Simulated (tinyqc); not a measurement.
Extended Hueckel theory, for CH4-, step by step. The parameters take no account of the charge, which enters only through the electron count, and nothing here shows that the anion is bound. Computed by tinyqc, a small Python program that keeps every step (integrals from PySCF). Settings: charge = -1, K = 1.75, multiplicity = 2. Command: `OMP_NUM_THREADS=1 python tinyqc.py 27327 27328 out.jsonl` (the two numbers bound the seeds that draw the settings). One thread of a shared host (Intel(R) Xeon(R) Processor @ 2.60GHz), about 0.01 s of CPU time with the checks.

## Overlaps

Geometry (angstrom):
```
atom          x          y          z
C      0.000000   0.000000   0.000000
H      0.615000   0.615000   0.615000
H      0.615000  -0.615000  -0.615000
H     -0.615000   0.615000  -0.615000
H     -0.615000  -0.615000   0.615000
```

Parameters chosen for this run:
```
element  shell  Slater exponent   H_ii (eV)
C           2s         1.625000  -21.400000
C           2p         1.625000  -11.400000
H           1s         1.300000  -13.600000
```

Slater orbitals, each expanded in six Gaussians scaled to its exponent.

overlap S:
```
           1C 2s     1C 2px     1C 2py     1C 2pz     2H 1s      3H 1s      4H 1s      5H 1s
1C 2s   1.000000   0.000000   0.000000   0.000000  0.506328   0.506328   0.506328   0.506328
1C 2px  0.000000   1.000000   0.000000   0.000000  0.288544   0.288544  -0.288544  -0.288544
1C 2py  0.000000   0.000000   1.000000   0.000000  0.288544  -0.288544   0.288544  -0.288544
1C 2pz  0.000000   0.000000   0.000000   1.000000  0.288544  -0.288544  -0.288544   0.288544
2H 1s   0.506328   0.288544   0.288544   0.288544  1.000000   0.158314   0.158314   0.158314
3H 1s   0.506328   0.288544  -0.288544  -0.288544  0.158314   1.000000   0.158314   0.158314
4H 1s   0.506328  -0.288544   0.288544  -0.288544  0.158314   0.158314   1.000000   0.158314
5H 1s   0.506328  -0.288544  -0.288544   0.288544  0.158314   0.158314   0.158314   1.000000
```

## Wolfsberg-Helmholz matrix

diagonal H_ii (eV): 1C 2s -21.400000, 1C 2px -11.400000, 1C 2py -11.400000, 1C 2pz -11.400000, 2H 1s -13.600000, 3H 1s -13.600000, 4H 1s -13.600000, 5H 1s -13.600000

K = 1.750000

H_ij = K' S_ij (H_ii + H_jj)/2 for i != j (the diagonal keeps H_ii), with K' = 1.75.

H (eV):
```
             1C 2s      1C 2px      1C 2py      1C 2pz       2H 1s       3H 1s       4H 1s       5H 1s
1C 2s   -21.400000    0.000000    0.000000    0.000000  -15.506281  -15.506281  -15.506281  -15.506281
1C 2px    0.000000  -11.400000    0.000000    0.000000   -6.311910   -6.311910    6.311910    6.311910
1C 2py    0.000000    0.000000  -11.400000    0.000000   -6.311910    6.311910   -6.311910    6.311910
1C 2pz    0.000000    0.000000    0.000000  -11.400000   -6.311910    6.311910    6.311910   -6.311910
2H 1s   -15.506281   -6.311910   -6.311910   -6.311910  -13.600000   -3.767883   -3.767883   -3.767883
3H 1s   -15.506281   -6.311910    6.311910    6.311910   -3.767883  -13.600000   -3.767883   -3.767883
4H 1s   -15.506281    6.311910   -6.311910    6.311910   -3.767883   -3.767883  -13.600000   -3.767883
5H 1s   -15.506281    6.311910    6.311910   -6.311910   -3.767883   -3.767883   -3.767883  -13.600000
```

## Orbitals

valence electrons = 9

Solve H C = S C e through S^(-1/2); fill by pairs from the bottom, a degenerate level sharing its electrons equally; each orbital has its largest coefficient positive (the first on a tie).

orbital energies (eV): -24.628429  -15.532685  -15.532685  -15.532685  5.983564  5.983564  5.983564  38.739675

occupations: 2.000000  2.000000  2.000000  2.000000  0.333333  0.333333  0.333333  0.000000

coefficients:
```
             MO1        MO2        MO3        MO4        MO5        MO6        MO7        MO8
1C 2s   0.633260   0.000000   0.000000   0.000000   0.000000   0.000000   0.000000   1.697197
1C 2px  0.000000   0.303532  -0.374169  -0.253078   0.870210   0.526162  -0.569593   0.000000
1C 2py  0.000000   0.327514  -0.027700   0.433762   0.727789  -0.258747   0.872881   0.000000
1C 2pz  0.000000   0.311104   0.394224  -0.209725  -0.267592   1.007349   0.521720   0.000000
2H 1s   0.168337   0.531902  -0.004316  -0.016395  -0.719271  -0.689187  -0.446031  -0.726547
3H 1s   0.168337  -0.189177  -0.418167  -0.269361  -0.221669   0.120260   1.061920  -0.726547
4H 1s   0.168337  -0.162098  -0.026961   0.506167  -0.067672   0.968965  -0.497796  -0.726547
5H 1s   0.168337  -0.180627   0.449445  -0.220410   1.008611  -0.400037  -0.118093  -0.726547
```

sum of one-electron energies = -136.469405 eV

Within a degenerate level the vectors are fixed only up to a rotation; this is one choice.

## Mulliken analysis

P = C n C^T; charge = valence electrons (C 4, H 1) minus the sum of (P S)_ii on the atom; overlap population = 2 sum P_ij S_ij between two atoms.

charges: 1C -0.679720, 2H -0.080070, 3H -0.080070, 4H -0.080070, 5H -0.080070

Overlap populations:
```
pair      value
2-1    0.371020
3-1    0.371020
3-2   -0.083746
4-1    0.371020
4-2   -0.083746
4-3   -0.083746
5-1    0.371020
5-2   -0.083746
5-3   -0.083746
5-4   -0.083746
```
